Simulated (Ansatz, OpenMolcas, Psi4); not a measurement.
SiCl (SMILES [Si]Cl): methods side by side

The species is SiCl (2 atoms), meant as a doublet with charge 0. As SMILES, `[Si]Cl`. The shape is that of a PBE0-D4/def2-TZVP optimisation.

| atom | x (Å) | y (Å) | z (Å) |
| --- | --- | --- | --- |
| Si | 0.8818 | -0.2937 | 0.4521 |
| Cl | -0.8818 | 0.2937 | -0.4521 |

Quantity: the vertical energy of the quartet above the doublet, in eV. The values are calculated.

| level | kind | program | value (eV) | CPU time (all runs) |
| --- | --- | --- | --- | --- |
| USVWN5/aug-cc-pVTZ | LDA | OpenMolcas | 3.19 | 42 s |
| UPBE/aug-cc-pVTZ | GGA | Psi4 | 3.03 | 89 s |
| UM06-L/aug-cc-pVTZ | meta-GGA | OpenMolcas | 3.04 | 2.3 min |
| UB3LYP/aug-cc-pVTZ | global hybrid | OpenMolcas | 3.25 | 57 s |
| U-wB97M-V/aug-cc-pVTZ | range-separated hybrid | Psi4 | 3.40 | 81 s |
| UHSE06/aug-cc-pVTZ | range-separated hybrid | Psi4 | 2.95 | 3.8 min |
| UDSD-PBEP86/aug-cc-pVTZ (density fitting for correlation) | double hybrid | Psi4 | 2.97 | 38 s |
| RPA@PBE0/aug-cc-pVTZ | RPA | Ansatz | 2.95 | 12 s |
| UMP3/aug-cc-pVTZ | perturbation theory | Psi4 | 2.94 | 92 s |
| UCCSD/aug-cc-pVTZ | coupled cluster or CI | Psi4 | 2.96 | 2.7 min |

The values span 2.94 to 3.40 eV. CPU times are rough (shared hosts, several kinds of processor): they show what a rung costs within a factor of a few.
